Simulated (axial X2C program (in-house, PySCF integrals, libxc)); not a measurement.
# SiO: EOM-EE-CCSD levels

Wanted for SiO: EOM-EE-CCSD levels, at the two-component level.

Program: an in-house X2C program for linear molecules on PySCF integrals. Level of theory: two-component X2C with atomic mean-field terms, Si dyall-av3z, O dyall-av3z. These are calculated values, not measurements.

### 1 Set-up

File task.json:

```json
{"zs": [14, 8], "q": 0, "bas": ["dyall-av3z", "dyall-av3z"], "r0": 1.64, "eom": "ee", "thr": -2.0, "nmax": 88}
```

Keys: zs atomic numbers; q charge; bas basis sets; r0 starting distance in Å; eom kind of EOM run; thr threshold in hartree for freezing inner shells (an s shell follows its p shell); nmax most natural virtual spinors.

Command:

```sh
python soeom.py task.json out
```

The runs that follow: EOM-EE-CCSD at 1.518 Å.

Before running it: what results should come out? Wanted: next root led by one particle; T1 of the reference.

**Answer**, as computed:

| quantity | value |
| --- | --- |
| lowest root at 1.518 Å | Ω = 2, 4.214 eV |
| next root led by one particle | Ω = 1, about 40 cm⁻¹ higher |
| T1 of the reference | 0.028 |

What this shows: The lowest root lies 4.21 eV above the closed-shell reference. Errors of 0.1 to 0.3 eV are usual at this size, and roots led by higher excitations are left out, so the list is incomplete, and low states of that kind can be missing. T1 or the largest double amplitude of the reference is raised, which lowers the reliability.
